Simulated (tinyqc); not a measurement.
Inside a calculation. Method: Born-Oppenheimer dynamics on the UHF/sto-3g surface (energies and gradients from PySCF), for NH, spin multiplicity 3. Computed by tinyqc, a small Python program that keeps every step (integrals from PySCF). Settings: charge = 0, multiplicity = 3, basis = sto-3g, time step (fs) = 0.5, steps = 24. Command: `OMP_NUM_THREADS=1 python tinyqc.py 25559 25560 out.jsonl` (the two numbers bound the seeds that draw the settings). One thread of a shared host (Intel(R) Xeon(R) Processor @ 2.60GHz), about 2 s of CPU time with the checks.

## Velocity Verlet step 1

positions (bohr):
```
          x        y        z
1N  0.00000  0.00000  0.00000
2H  0.00000  0.00000  1.70642
```

velocities (bohr per atomic time unit):
```
              x            y            z
1N  -0.00000101  -0.00008930   0.00002612
2H   0.00001399   0.00124070  -0.00036288
```

gradient (hartree/bohr):
```
            x          y           z
1N  0.0000000  0.0000000   0.2596254
2H  0.0000000  0.0000000  -0.2596254
```

masses (electron masses): 1N 25526.04236, 2H 1837.15259

gradient after step 1 (hartree/bohr):
```
             x           y           z
1N   0.0000415   0.0036794   0.2316345
2H  -0.0000415  -0.0036794  -0.2316345
```

dt = 0.5 fs = 20.6707 atomic units; x' = x + v dt - g dt^2 / (2m); after the new gradient g', v' = v - (g + g') dt / (2m).

positions after step 1 (bohr):
```
           x         y         z
1N  -0.00002  -0.00185  -0.00163
2H   0.00029   0.02565   1.72911
```

velocities after step 1 (bohr per atomic time unit):
```
              x            y            z
1N  -0.00000102  -0.00009079  -0.00017279
2H   0.00001423   0.00126140   0.00240082
```

## Velocity Verlet step 2

gradient after step 2 (hartree/bohr):
```
             x           y           z
1N   0.0000522   0.0046319   0.1502068
2H  -0.0000522  -0.0046319  -0.1502068
```

As before.

positions after step 2 (bohr):
```
           x         y         z
1N  -0.00004  -0.00375  -0.00714
2H   0.00059   0.05215   1.80568
```

velocities after step 2 (bohr per atomic time unit):
```
              x            y            z
1N  -0.00000106  -0.00009415  -0.00032740
2H   0.00001475   0.00130816   0.00454896
```

## Energy conservation

The total energy should stay constant up to terms of order dt^2; the step counts as short enough if it moves by less than 2 % of the largest kinetic energy.

Trajectory:
```
time (fs)  1N-2H (angstrom)  potential (hartree)  kinetic (hartree)  total (hartree)
0.00000             0.90300          -54.2265511          0.0016456      -54.2249054
0.50000             0.91599          -54.2325757          0.0072426      -54.2253330
1.00000             0.95976          -54.2482444          0.0220615      -54.2261830
1.50000             1.02355          -54.2606341          0.0341471      -54.2264870
2.00000             1.09544          -54.2636350          0.0373389      -54.2262961
2.50000             1.16595          -54.2587206          0.0327476      -54.2259730
3.00000             1.22879          -54.2500123          0.0243006      -54.2257117
3.50000             1.28046          -54.2410893          0.0155246      -54.2255647
4.00000             1.31961          -54.2339670          0.0084444      -54.2255226
4.50000             1.34619          -54.2292267          0.0036952      -54.2255315
5.00000             1.36063          -54.2267383          0.0011925      -54.2255458
5.50000             1.36331          -54.2262861          0.0007371      -54.2255490
6.00000             1.35429          -54.2278218          0.0022829      -54.2255389
6.50000             1.33333          -54.2314986          0.0059747      -54.2255239
7.00000             1.29999          -54.2375392          0.0120041      -54.2255351
7.50000             1.25399          -54.2457876          0.0201581      -54.2256295
8.00000             1.19598          -54.2549517          0.0291113      -54.2258405
8.50000             1.12839          -54.2621274          0.0359793      -54.2261481
9.00000             1.05615          -54.2632057          0.0367687      -54.2264370
9.50000             0.98727          -54.2549266          0.0285209      -54.2264057
10.00000            0.93279          -54.2393919          0.0136399      -54.2257520
10.50000            0.90467          -54.2273629          0.0023968      -54.2249661
11.00000            0.91054          -54.2301322          0.0049662      -54.2251660
11.50000            0.94872          -54.2449146          0.0188775      -54.2260371
12.00000            1.00941          -54.2587943          0.0323172      -54.2264772
```

The total energy moves within 1.6e-03 hartree; that is over 2 % of the largest kinetic energy, so the time step is too long.
